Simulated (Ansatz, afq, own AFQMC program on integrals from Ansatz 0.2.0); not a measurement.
**Where AFQMC and coupled cluster stand for HBrCl, doublet**

| atom | x (Å) | y (Å) | z (Å) |
| --- | --- | --- | --- |
| Cl | 0.0000 | 0.0000 | -1.6166 |
| H | 0.0000 | 0.0000 | -0.3378 |
| Br | 0.0000 | 0.0000 | 1.9544 |

Connectivity, by distances: ClH ··· Br.

Basis cc-pVTZ. Noble-gas cores (and the filled d shells of Ga–Kr and In–Xe) are frozen. Integrals, coupled cluster, full CI and functionals: Ansatz 0.2.0; the random walks run on the same integrals in our own AFQMC program. The CISD trial takes its coefficients from CCSD amplitudes. Released means that phaseless walkers are propagated on without the constraint, phases kept. Error bars are statistical, one sigma. No spin–orbit coupling.

Determinant: UHF, the one that the program's search chose, which needn't be the lowest solution. The geometry is a point of a scan.

No full CI on the walks' own integrals is used here; CCSDT(Q) serves as the reference and is uncertain by about the last step of the cluster series.

Cautions: no relativity below Rb; no spin-orbit coupling; inner d shell frozen.

```
T1 diagnostic                               : 0.0065
weight of the determinant in the CISD state : 0.864
⟨S²⟩ of the determinant                     : 0.759
size of the correlated space                : 15 electrons in 72 orbitals
```

```tsv
level	correlation energy (eV)
MP2	-9.2875
CCSD	-10.3310
CCSD(T)	-10.6799
```

**Question.** Estimate where phaseless AFQMC with a CISD trial lies against CCSD(T) on the same integrals.

**Answer.** 2.3 ± 0.6 kJ/mol below CCSD(T).

Reference: CCSDT(Q), correlation energy -10.720 eV. The released energy is read at 0.99 1/Eh, later times being too noisy (meV from the phaseless value at times in 1/Eh: -7 ± 5 at 0.24, -10 ± 3 at 0.51, -13 ± 5 at 0.99, -12 ± 13 at 1.50).

```json
{"level": "CCSD(T)", "E − E(reference) (kJ/mol)": "3.9", "share of correlation (%)": "99.63"}
{"level": "CCSDT", "E − E(reference) (kJ/mol)": "1.2", "share of correlation (%)": "99.88"}
{"level": "ph-AFQMC/CISD", "E − E(reference) (kJ/mol)": "1.6 ± 0.6", "share of correlation (%)": "99.85"}
{"level": "released AFQMC", "E − E(reference) (kJ/mol)": "0.3 ± 0.5", "share of correlation (%)": "99.97"}
```

A walk keeps the symmetry of its determinant, which the program's search chose and which needn't be the lowest solution, so a lower state of the same spin and another symmetry isn't excluded. Released energies are given only where the last usable release times agree within the noise; a slower fall can still hide under it.
